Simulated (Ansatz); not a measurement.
# Property card for Cu2Sb

These are results of DFT PBEsol, scalar-relativistic, plane waves, PAW in Ansatz, not measurements.

Plane waves to 420 eV, a k mesh through Γ of 10×10×6 on the computed 6-atom cell and Gaussian smearing (0.10 eV); no spin polarisation.

The structure is relaxed at this level of theory with its symmetry kept. Whether it is the stable form of this composition wasn't checked.

```
Cu Sb
1.0
     3.95735    0.00000    0.00000
     0.00000    3.95735    0.00000
     0.00000    0.00000    6.04254
Cu Sb
4 2
Direct
  0.00000 0.00000 0.00000
  0.50000 0.50000 0.00000
  0.50000 0.00000 0.26404
  0.00000 0.50000 0.73596
  0.50000 0.00000 0.69753
  0.00000 0.50000 0.30247
```

* Space group: P4/nmm (No. 129)
* Volume per atom: 15.77 Å³
* Formation energy from the elements' standard states (uncorrected): +0.005 eV/atom
* Kohn–Sham band gap: none (metal)
* Density of states at the Fermi level: 1.77 states/eV per cell
* Löwdin character within 0.5 eV of the Fermi level: Sb 5p 54 %, Cu 3d 23 %, Cu 4s 9 %, unprojected 10 %
* Bulk modulus: 108 GPa
* Its pressure derivative: 5.1
* Bader charges (e): Cu (2 in the cell) -0.05, Cu (2 in the cell) -0.05, Sb (2 in the cell) 0.10

Spin-orbit coupling is left out, which matters for the bands of heavy elements.